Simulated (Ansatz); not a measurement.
`[AlH2][O][AlH2]`, charge 0, multiplicity 1.

(1) Give a relaxed structure at PBE0-D4/def2-TZVP (the Gaussian-basis code of Ansatz). (Estimate.)

## Answers

(1) The calculation gave: 
Cartesian coordinates in Å:
```
Al -1.186 0.740 -0.935
O 0.003 0.003 -0.001
Al 1.186 -0.739 0.935
H -1.096 0.606 -2.509
H -2.339 1.533 -0.197
H 2.475 0.095 1.319
H 0.957 -2.237 1.389
```
Point group D2d.
